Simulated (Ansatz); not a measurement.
# BSiH₂+ (quintet): from Hartree-Fock to the top rungs, cc-pVTZ

An exercise on one series of results from a longer session: the logs are not shown, and one member is left open.

Program: Ansatz 0.2.0, Gaussian basis. Level of theory: cc-pVTZ, core rule «outside noble gas», up to 6 orbitals frozen. These are calculated values, not measurements.

The runs, in order: UHF; CCSD(T) on ROHF; CCSD(T) on UHF; BCCD(T) on ROHF; CCSDT(Q) on ROHF; CCSDT(Q) on UHF; CASSCF and MRCISD+Q, 8 electrons in 10 orbitals; CASSCF and NEVPT4(SD), 8 electrons in 10 orbitals; CASSCF and NEVPT2, 8 electrons in 10 orbitals.

5 further runs of the same task are left out: 5 set aside as unsound or not needed.

## What is computed

The geometry is a PBE0/def2-TZVP stationary point (not a proven minimum) of the parent state, kept for this charge and spin.

4 atoms, charge 1, spin multiplicity 5.

Atoms are counted from 1 here; the program's logs count them from 0.

Bond lengths: Si1–B2 1.993 Å, B2–H3 1.191 Å, B2–H4 1.191 Å. Angles: Si1–B2–H3 115.4°, Si1–B2–H4 115.4°, H3–B2–H4 129.2°.

Set-up of the first run:

File in.yaml:

```yaml
crystal:
  periodic: [false, false, false]
  atoms:
    - {symbol: Si, position_ang: [0.000000, 0.000000, 0.649966]}
    - {symbol: B, position_ang: [0.000000, 0.000000, -1.342837]}
    - {symbol: H, position_ang: [0.000000, -1.075954, -1.853888]}
    - {symbol: H, position_ang: [0.000000, 1.075954, -1.853888]}
basis:
  gaussian: {orbitals: cc-pVTZ}
total_charge: 1
magnetization: {spin_polarized: true, initial_magnetization: 4}
hamiltonian: {xc: hf}
output: {orbitals: {seedname: orbitals}}
```

Run with:

```sh
$ ansatz run in.yaml --threads 1 --pin off --events-out ev --progress --plain --max-ram 2816MiB --backend cpu
```

Steps of the session up to this table: UHF; CCSD(T) on ROHF; CCSD(T) on UHF; BCCD(T) on ROHF; CCSDT(Q) on ROHF; CCSDT(Q) on UHF; CASSCF and MRCISD+Q, 8 electrons in 10 orbitals; CASSCF and NEVPT4(SD), 8 electrons in 10 orbitals; CASSCF and NEVPT2, 8 electrons in 10 orbitals.

One table of the session follows, with a row left open; its other results are not shown here.

It belongs to the step «Misses and costs». 

```
            method  from UCCSDT(Q) (kJ/mol)
              ROHF                   +398.7
               UHF                   +391.2
              RMP2                    +95.7
              UMP2                    +94.1
             RCCSD                    +18.3
             UCCSD                    +17.7
          RCCSD(T)                     +5.1
          UCCSD(T)                     +4.7
           BCCD(T)                     +4.5
            RCCSDT                     +0.9
            UCCSDT                     +0.6
         RCCSDT(Q)                     +0.4
         UCCSDT(Q)                        0
    CASSCF valence                   +269.4
    NEVPT2 valence                    +73.0
NEVPT4(SD) valence                        ?
    MRCISD valence                    +19.0
  MRCISD+Q valence                     +5.9
```

**Question.** Estimate the row for NEVPT4(SD) valence.

As computed: from UCCSDT(Q) (kJ/mol): +15.5. In the column «from UCCSDT(Q) (kJ/mol)» it lies between MRCISD+Q valence (+5.9) and UCCSD (+17.7).

Caveats from the session: Restricted and unrestricted rows rest on different reference determinants; where their highest levels disagree by more than a few hundredths of an eV, they describe different states and don't form one ladder.
